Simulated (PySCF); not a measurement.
Isomers of C4H7NO, one GFN2-xTB conformer each. Single-point energies are computed at PBE0/pcSseg-1 (PySCF, gas phase, no added dispersion term), electronic only.

Question: Rank them by PBE0/pcSseg-1 energy, lowest first (kJ/mol).
A. `[O:1]=[C:2]1[CH2:3][CH2:4][CH2:5][NH:6]1` with O1–C2–C3–C4 166°, C2–C3–C4–C5 25°, C3–C4–C5–N6 -26°, C4–C5–N6–C2 19° (2-pyrrolidinone)
B. `[CH3:1][C:2](=[O:3])[N:4]1[CH2:5][CH2:6]1` with C1–C2–N4–C5 144° (acetylethylenimine)
C. `[CH3:1][O:2][C@@H:3]([CH3:4])[C:5]#[N:6]` with C1–O2–C3–C4 174°

Answer: A (0.0), B (154.2), C (168.5).

As drawn, the lowest has a C=O bond, an N–H bond and a C(=O)–N unit, which the highest lacks; the highest has a C≡N group, which the lowest lacks. GFN2-xTB itself gives, in the same order: 0.0, 110.4, 197.6. Both levels put the same isomer lowest; measured from each level's own lowest isomer, the values differ by up to 43.8 kJ/mol (CC(=O)N1CC1: 110.4 against 154.2).

Question: Which frontier levels, dipoles and rotational constants go with these structures?

Answer: 
| SMILES | HOMO (eV, PBE0/pcSseg-1) | LUMO (eV) | dipole (D) | A, B, C (MHz) |
| --- | --- | --- | --- | --- |
| O=C1CCCN1 | -7.05 | 1.03 | 4.19 | 7254, 3500, 2501 |
| CC(=O)N1CC1 | -7.18 | 0.42 | 3.90 | 6768, 3081, 2245 |
| CO[C@@H](C)C#N | -8.30 | 0.41 | 3.21 | 4460, 3349, 2055 |
